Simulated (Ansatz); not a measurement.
A made-up structure of CH$_{4}$NSi, doublet:

N1  (-1.704, -0.145, -0.139)
C2  (-0.345, -0.120, -0.568)
Si3  (1.150, 0.265, 0.806)
H4  (-2.407, -0.366, -1.006)
H5  (-0.014, -0.314, -1.739)
H6  (0.706, 0.465, 2.325)
H7  (2.615, 0.214, 0.322)
(Å)

It is relaxed with PBE-D4/def2-SVP and then PBE0-D4/def2-TZVP (Ansatz 0.2.0). Atoms count as bonded within 1.22 times the sum of their covalent radii (H–H: 0.88 Å). The end point is not checked to be a true minimum.

**Question.** Does its bonding change? (Judge from chemistry; the calculation decides.)

**Answer.** Computed: No: no bond forms or breaks.

Where it ends: The first stage lowers the energy by 1.33 eV in 8 steps. It ends as CH₄NSi ([NH][CH][SiH2]):
```xyz
7
angstrom
N -1.5208 -0.1435 -0.1220
C -0.3130 -0.0432 -0.5189
Si 1.0051 0.5280 0.6665
H -2.1410 -0.4400 -0.8782
H -0.0151 -0.2366 -1.5607
H 0.6355 0.3411 2.0896
H 2.3493 -0.0057 0.3237
```

Labels in which every atom is bracketed show which atoms are joined, not bond orders.

For scale, one of the runs: PBE0-D4/def2-TZVP relaxation, 123 basis functions, launched by `ansatz run in.yaml --threads 2 --pin off --events-out ev --progress --plain --max-ram 4352MiB`. Hardware: 2 CPU threads of an Arm Neoverse V2, shared host. Wall time about 24 s.
